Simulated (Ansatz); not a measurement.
## Reading a saddle point

A first-order saddle point of BNH4S, closed shell, PBE0-D4/def2-TZVP, with one imaginary mode of 1421i cm⁻¹:

| atom | x (Å) | y (Å) | z (Å) |
| --- | --- | --- | --- |
| B1 | -0.6695 | 0.0585 | -0.4650 |
| N2 | 0.5603 | 0.2727 | 0.4352 |
| S3 | -0.6982 | -1.6605 | -0.7321 |
| H4 | 0.5008 | -1.0705 | 0.2002 |
| H5 | -1.3745 | 0.9457 | -0.8359 |
| H6 | 1.3126 | 0.8230 | 0.0311 |
| H7 | 0.3685 | 0.6309 | 1.3664 |

Program: Ansatz 0.2.0. Basis: def2-TZVPP and def2-QZVPP. Cores are frozen in the correlated methods. Extrapolation: Hartree–Fock as exp(−7.88 √X), correlation as X^−2.97.

Which contacts change along the imaginary mode, and what lies on either side? (A judgement: the text doesn't fix the answer.)

Computed: The step is BNH₄S ([NH2][BH][SH]) → BHS ([BH][S]) + NH₃ (still joined by a long B–N bond), with the molecules in contact on both sides. Shortening one way: N2–H4; lengthening the same way: B1–N2, S3–H4.
```tsv
pair	one side (Å)	saddle (Å)	other side (Å)
N2–H4	2.81	1.36	1.02
B1–N2	1.39	1.54	1.62
S3–H4	1.34	1.63	2.67
```

Which side is lower, and how far does the saddle lie above each? (To be estimated.)

Computed: The side with B1–N2, S3–H4 short is lower by 104.4 kJ/mol; the saddle lies 188.4 kJ/mol above it and 84.0 kJ/mol above the other (CCSD(T) at an estimated basis limit (MP2 extrapolated from triple and quadruple zeta, plus CCSD(T) − MP2 in triple zeta); electronic energies).

No T1 diagnostic of these runs exceeds 0.019.

Labels in which every atom is bracketed show which atoms are joined, not bond orders.

For scale, one of the runs: CCSD(T)/def2-TZVPP, 160 basis functions, launched by `ansatz run in.yaml --threads 2 --pin off --events-out ev --progress --plain --max-ram 4352MiB`. The run took 17 s on 2 CPU threads of an Arm Neoverse V2 (shared host), with 1.1 GiB of host memory at its peak.
